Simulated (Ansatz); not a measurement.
Results of PBE-D3(BJ) (plane waves, PAW; Ansatz, a quantum-chemistry and plane-wave program) for A-type hexagonal La₂O₃.

Run with plane-wave cutoff 500 eV, 12×12×6 k mesh (along the axes of the cell as run), gaussian smearing 0.02 eV, scalar-relativistic PAW data made under PBE.

Computed at the level's own relaxed cell.

Question: What does this level give for the equilibrium volume per atom, lattice constant a, lattice parameter c and band gap?

Answer: 
equilibrium volume per atom: 16.26 Å³/atom
lattice constant a: 3.923 Å
lattice parameter c: 6.100 Å
band gap: 3.85 eV (on the SCF k mesh)

Measured, for comparison: equilibrium volume per atom 16.44 Å³/atom (room temperature, not corrected to a static lattice, equation of state from high-pressure X-ray diffraction; as tabulated in Ibáñez et al. (2020), arXiv:2005.12956); lattice constant a 3.934 Å (300 K, not corrected to a static lattice, our sources range from 3.934 to 3.940; as tabulated in Santana et al. (2016), arXiv:1608.06321); lattice parameter c 6.13 Å (temperature not stated, not corrected to a static lattice; as tabulated in Rustad et al. (2011), arXiv:1107.4261). Computed (rounded) less measured: equilibrium volume per atom -1.1 %, lattice constant a -0.3 % (-0.3 % to -0.4 % over the range), lattice parameter c -0.5 %. A static lattice is as a rule a little smaller and stiffer than an uncorrected measurement, which narrows the difference in the equilibrium volume per atom, lattice parameter c and would widen misses of the other sign.

Spin–orbit coupling is not included.

The result took about 2.4 core-minutes (a rough figure).
